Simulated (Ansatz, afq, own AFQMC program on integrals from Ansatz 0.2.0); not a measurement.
Integrals from Ansatz 0.2.0, then the random walk in our own AFQMC program (afq).

```yaml
crystal:
  periodic: [false, false, false]
  atoms:
    - {symbol: N, position_ang: [0.000000, -0.077361, 0.952980]}
    - {symbol: O, position_ang: [0.000000, 0.131551, -0.751727]}
    - {symbol: H, position_ang: [0.000000, -1.013112, -1.310516]}
basis:
  gaussian: {orbitals: cc-pVDZ}
magnetization: {spin_polarized: false, initial_magnetization: 2}
correlation: {method: ccsd_t, electrons: outside_noble_gas, hamiltonian_folder: ham}
```

```sh
$ ansatz run in.yaml --threads 1 --pin off --events-out ev --progress --plain --max-ram 1382MiB
```

afq runs on the folder ham with

```
--method phaseless --trial hf --walkers 120 --populations 1 --least-time 40 --time-step 0.005 --steps-per-block 20 --equilibration-blocks 160 --max-blocks 600 --target-error 0.00252 --factor-cut 1e-05 --start spin_pure --seed 4418 --taylor-order 6
```

Times are imaginary, in 1/Eh. The walk had a cap of 820 s.

Output of the walk:

```
orbitals 31  electrons 7 5  factors 216 of 314
reference energy -129.68084573 Eh
CCSD correlation -0.35231126 Eh in 15 cycles, weight of the determinant in the CISD state 0.8410
energy of the start -129.680854 Eh
 block  time / (1/Eh)  mean weight  energy / Eh
     1     0.100  1.0045  -129.771086
     2     0.200  1.0020  -129.832512
     3     0.300  1.0030  -129.893726
     4     0.400  1.0033  -129.911140
     5     0.500  1.0009  -129.939909
     9     0.900  1.0014  -129.997341
    58     5.800  1.0011  -130.051710
   134    13.400  0.9992  -130.014552
   210    21.000  1.0020  -130.062822
   286    28.600  1.0017  -130.019870
   362    36.200  0.9999  -130.002174
   438    43.800  1.0013  -130.049150
   514    51.400  1.0000  -130.009651
   571    57.100  0.9969  -129.965659
   590    59.000  0.9985  -130.015112
   666    66.600  0.9992  -130.093685
   742    74.200  0.9976  -130.144327
blocks merged  error / Eh  count
     1  0.001518  600
     2  0.001922  300
     4  0.002435  150
     8  0.002909  75
    16  0.003262  37
    32  0.003880  18
    64  0.004026  9
energy -130.044884 +/- 0.003880 Eh
(rows thinned)
```

The run passed its tests (sampling time, drift between the halves within three errors, error under three times the target), which doesn't prove that it has relaxed.

Against this walk (error 105.6 meV) on the same determinant: CCSD(T) 32.3 meV lower (within the noise), CCSDT(Q) 131.0 meV lower (within the noise), a separate phaseless walk with a CISD trial and standard settings 74.6 ± 109.6 meV lower (within the noise). The error is statistical and leaves out the bias of the constraint. None of these is a sure reference here.

Cautions: constraint bias not in the error; error above the target (105.6 against 68.6 meV); lower spins were not checked; higher spins were not checked; a spin-contaminated unrestricted determinant lies lower (UHF 925 meV lower, ⟨S²⟩ 2.58).

The walk took 3.3 min on 1 thread of Arm Neoverse V2 (shared host). The log's last line is the phaseless energy.

CCSDT and higher add their correlation energy to the determinant of the CCSD(T) run, since their own runs factorise the integrals more tightly (a shift of under 2 meV). A walk keeps the symmetry of its determinant, which the program's search chose and which needn't be the lowest solution, so a lower state of the same spin and another symmetry isn't excluded.
